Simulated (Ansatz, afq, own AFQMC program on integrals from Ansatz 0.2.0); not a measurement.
# Where AFQMC and coupled cluster stand for Al$_{2}$H$_{4}$, singlet

```xyz
6

Al    0.0000    0.0000    1.3086
Al    0.0000    0.0000   -1.3086
H     0.0000    1.3533    2.1524
H     0.0000   -1.3533    2.1524
H     0.7311    1.1388   -2.1524
H    -0.7311   -1.1388   -2.1524
```

Connectivity, by distances: AlH2–AlH2.

Basis 6-31G. Noble-gas cores (and the filled d shells of Ga–Kr and In–Xe) are frozen. Integrals, coupled cluster, full CI and functionals: Ansatz 0.2.0; the random walks run on the same integrals in our own AFQMC program. ph-AFQMC/CISD is guided by a CISD state made of CCSD amplitudes; releasing the constraint for a short imaginary time cuts its bias at the price of noise, slowly where states lie close. ± is one standard error of the sampling.

Determinant: RHF, the one that the program's search chose, which needn't be the lowest solution. The geometry is a point of a scan.

No full CI on the walks' own integrals is used here; CCSDTQ serves as the reference and is uncertain by about the last step of the cluster series.

The T1 diagnostic is 0.0114. The weight of the determinant in the CISD state is 0.915 and the size of the correlated space is 10 electrons in 24 orbitals.

Reference: CCSDTQ, correlation energy -2.798 eV. The released energy is read at 2.40 1/Eh (meV from the phaseless value at times in 1/Eh: -0.8 ± 2.0 at 0.24, -3.3 ± 1.6 at 0.51, -6.8 ± 2.2 at 0.99, -7.6 ± 2.2 at 1.62, -7.7 ± 2.3 at 2.40).

```json
{"level": "HF", "E − E(reference) (kJ/mol)": "270.0", "share of correlation (%)": "0.00"}
{"level": "MP2", "E − E(reference) (kJ/mol)": "81.6", "share of correlation (%)": "69.79"}
{"level": "CCSD", "E − E(reference) (kJ/mol)": "5.9", "share of correlation (%)": "97.81"}
{"level": "CCSD(T)", "E − E(reference) (kJ/mol)": "1.9", "share of correlation (%)": "99.28"}
{"level": "CCSDT", "E − E(reference) (kJ/mol)": "0.2", "share of correlation (%)": "99.91"}
{"level": "CCSDT(Q)", "E − E(reference) (kJ/mol)": "0.1", "share of correlation (%)": "99.97"}
{"level": "ph-AFQMC/CISD", "E − E(reference) (kJ/mol)": "0.9 ± 0.2", "share of correlation (%)": "99.66"}
{"level": "released AFQMC", "E − E(reference) (kJ/mol)": "0.2 ± 0.2", "share of correlation (%)": "99.94"}
```

CCSDT and higher add their correlation energy to the determinant of the CCSD(T) run, since their own runs factorise the integrals more tightly (a shift of under 2 meV). A walk keeps the symmetry of its determinant, which the program's search chose and which needn't be the lowest solution, so a lower state of the same spin and another symmetry isn't excluded. Released energies are given only where the last usable release times agree within the noise; a slower fall can still hide under it.
